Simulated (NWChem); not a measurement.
System: N₂ cation, doublet

The following NWChem deck was run.

```
start job
memory heap 200 mb stack 900 mb global 1100 mb
charge 1
geometry units angstroms noautosym nocenter noautoz
  N      0.000000     0.000000    -0.561364
  N      0.000000     0.000000     0.561364
end
basis spherical
  * library def2-svpd
end
dft
  odft
  mult 2
  xc pbe0
  iterations 150
end
cosmo
  do_cosmo_smd true
  solvent water
end
task dft energy
```

Coordinates come from a PBE-D3(BJ)/def2-SVP, spin-unrestricted optimisation. No stability test was run on the SCF state. Solvent: water.

Solvent water, SMD (1 M gas to 1 M solution), gas-phase geometry. Reactions with the solvent are ignored.

### Question
Give the results of this calculation. (PBE0/def2-SVPD, spin-unrestricted, SMD on the gas-phase geometry.) Quantities: basis functions; solvation free energy (kcal/mol); cavity-dispersion-structure term (kcal/mol).

### Answer
- number of basis functions = 40
- solvation free energy (kcal/mol) = -77.2
- cavity-dispersion-structure term (kcal/mol) = 0.0
